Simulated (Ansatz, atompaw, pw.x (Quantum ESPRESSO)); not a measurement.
**pw.x on fcc W: one setting changed**

Potential: PAW, atompaw 4.2.0.5, PBEsol; core [Kr] 4d10 4f14, reference 5s2 5p6 5d4 6s1.5 6p0.5; waves: 5s (bound): rc 1.55 bohr; 6s (bound): rc 2.25 bohr; 5p (bound): rc 1.35 bohr; 6p (bound): rc 2.25 bohr; 5d (bound): rc 2.00 bohr; 5d channel at 1.45 Ry: rc 2.00 bohr; local part: ultrasoft scheme with l = 3 at 0.5 Ry, radius 1.65 bohr; core correction: smooth core density matched at 1.54 bohr; augmentation: sinc compensation charge, radius 1.65 bohr; PAW radius 2.25 bohr; waves and projectors: custom polynom vanderbiltortho.

The reference run (k-mesh 14³, cutoffs 70/700 Ry, Fermi–Dirac 0.01 Ry, mixing_beta 0.4, conv_thr 1e-9, no spin) gives -0.92 GPa at 15.995 Å³/atom, where all-electron LAPW gives 0.14 GPa. This run, with its own iteration cap, changes startingwfc to atomic.

```
&control
  calculation='scf', prefix='x', pseudo_dir='./', outdir='./tmp', tstress=.true., disk_io='none'
/
&system
  ibrav=0, nat=1, ntyp=1, ecutwfc=70, ecutrho=700, nbnd=15,
  occupations='smearing', smearing='fd', degauss=0.01
/
&electrons
  conv_thr=1e-09, mixing_beta=0.4, electron_maxstep=60, startingwfc='atomic'
/
ATOMIC_SPECIES
W 1.0 W.UPF
CELL_PARAMETERS angstrom
  0.00000000 1.99979164 1.99979164
  1.99979164 0.00000000 1.99979164
  1.99979164 1.99979164 0.00000000
ATOMIC_POSITIONS crystal
W 0.0000 0.0000 0.0000
K_POINTS automatic
14 14 14 0 0 0
```

```bash
pw.x < W.scf.in > W.scf.out
```

Problem. How does the run end?

Solution. It converges in 8 iterations; the free energy moves by +0.0 meV/atom and the pressure by +0.00 GPa. The result is that of the reference run.

```
Message from routine setup:
     using ibrav=0 with symmetry is DISCOURAGED, use correct ibrav instead
     lattice parameter (alat)  =       5.3444  a.u.
     unit-cell volume          =     107.9396 (a.u.)^3
     number of electrons       =        14.00
     number of Kohn-Sham states=           15
     kinetic-energy cutoff     =      70.0000  Ry
     charge density cutoff     =     700.0000  Ry
     scf convergence threshold =      1.0E-09
     Exchange-correlation= SLA PW PSX PSC
     number of k points=   104  Fermi-Dirac smearing, width (Ry)=  0.0100
     iteration #  1     ecut=    70.00 Ry     beta= 0.40
     total energy              =    -750.78290792 Ry
     estimated scf accuracy    <       0.06033187 Ry
     iteration #  2     ecut=    70.00 Ry     beta= 0.40
     total energy              =    -750.78458871 Ry
     estimated scf accuracy    <       0.00743976 Ry
     iteration #  3     ecut=    70.00 Ry     beta= 0.40
     total energy              =    -750.78558021 Ry
     estimated scf accuracy    <       0.00054938 Ry
     [... 2 iterations left out ...]
     iteration #  6     ecut=    70.00 Ry     beta= 0.40
     total energy              =    -750.78561556 Ry
     estimated scf accuracy    <       0.00000004 Ry
     iteration #  7     ecut=    70.00 Ry     beta= 0.40
     total energy              =    -750.78561556 Ry
     estimated scf accuracy    <          3.3E-09 Ry
     iteration #  8     ecut=    70.00 Ry     beta= 0.40
     the Fermi energy is    21.3827 ev
!    total energy              =    -750.78561556 Ry
     estimated scf accuracy    <          5.8E-11 Ry
     smearing contrib. (-TS)   =      -0.00511294 Ry
     The total energy is F=E-TS. E is the sum of the following terms:
     one-electron contribution =     -11.15916173 Ry
     hartree contribution      =      17.58813659 Ry
     xc contribution           =     -18.84918589 Ry
     ewald contribution        =    -118.89640834 Ry
     one-center paw contrib.   =    -619.46388324 Ry
     convergence has been achieved in   8 iterations
          total   stress  (Ry/bohr**3)                   (kbar)     P=       -9.21
     Message from routine punch:
     Nothing written, as per user request (disk_io='none')
```

The run took about 16 s on one core of a shared host (AMD EPYC 9R45 96-Core Processor, 96 threads, 376 GiB, load 49).
